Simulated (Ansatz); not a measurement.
Compare A (`O=COC=S`) with its isomer B (`O=C1OCS1`).

Isolated molecules relaxed with PBE0-D4/def2-TZVP in Ansatz; ΔE leaves out vibrations. CCSD(T)/CBS adds triple-zeta CCSD(T) − MP2 to the extrapolated MP2 energy (def2 sets, frozen cores). Functionals use def2-TZVPP. B3LYP here is the variant with VWN-RPA as its local correlation; programs differ in this. Each species was taken in one conformer, which may not be the lowest.

**Question.** Which isomer does CCSD(T)/CBS put lower? Give the gap. (Estimate.)

**Answer.** The calculation gave: B, by 7.9 kcal/mol.

**Question.** Give E(B) − E(A) in kcal/mol with CCSD(T)/def2-TZVPP, B2PLYP, PBE0-D4, B3LYP, MP2/def2-TZVPP, CCSD(T)/def2-SVP, B3LYP-D4. (Best estimate.)

**Answer.** Ansatz gave: CCSD(T)/def2-TZVPP -7.3, B2PLYP -6.2, PBE0-D4 -11.8, B3LYP -5.5, MP2/def2-TZVPP -8.8, CCSD(T)/def2-SVP -2.9, B3LYP-D4 -6.2. None reverses the order clearly.

**Question.** Does the order hold for the free energy at 298.15 K (harmonic terms from PBE0-D4)? (Best estimate.)

**Answer.** The calculation gave: Yes: G(B) − G(A) = -6.0 kcal/mol, for one conformer each.

Largest T1 diagnostic: 0.018.

At CCSD(T), def2-SVP lies +5.0 kcal/mol from the extrapolated value and def2-TZVPP +0.7 kcal/mol. In def2-TZVPP, CCSD(T) changes the Hartree–Fock value by −3.3 kcal/mol (the triples alone add −0.0 kcal/mol) and MP2 by −4.8 kcal/mol.
